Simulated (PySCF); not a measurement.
Cartesian coordinates in Å; atom numbers follow the order of the lines, from 1:
```xyz
9

F     1.111   -1.758    0.142
C     1.330   -0.458   -0.017
C     0.324    0.416   -0.074
F     0.609    1.711   -0.226
C    -1.122    0.095   -0.001
F    -1.692    0.625    1.128
H     2.382   -0.174   -0.100
H    -1.633    0.525   -0.880
H    -1.253   -0.998   -0.006
```

Geometry: PBE0-D3(BJ)/def2-SVP; GIAO absolute shieldings from PySCF 2.14.0 with density-fitted response routines, gas phase, non-relativistic, averaged over equivalent atoms.

At PBE0/pcSseg-1 (117 basis functions, 13 s wall time on 1 thread of an Arm Neoverse N1, shared host):
| atoms | σ (ppm) |
| --- | --- |
| F4 | 342.9 |
| F1 | 348.0 |
| F6 | 420.6 |
| C3 | 24.9 |
| C2 | 34.2 |
| C5 | 110.3 |
| H7 | 23.98 |
| H8/H9 | 26.19 |

Q: Estimate the result of repeating the calculation with PBE/pcSseg-2.

A: 
```
atoms  σ at PBE/pcSseg-2  change
   F4              325.0   -17.9
   F1              328.8   -19.2
   F6              406.7   -13.9
   C3               14.1   -10.8
   C2               26.3    -7.9
   C5              100.7    -9.6
   H7              23.89   -0.09
H8/H9              26.04   -0.15
```

The largest change is at F1 (vinylic fluorine). Cost: 258 basis functions, 55 s wall time on 1 thread of an Arm Neoverse N1, shared host. The order of the carbon signals is the same at both levels.
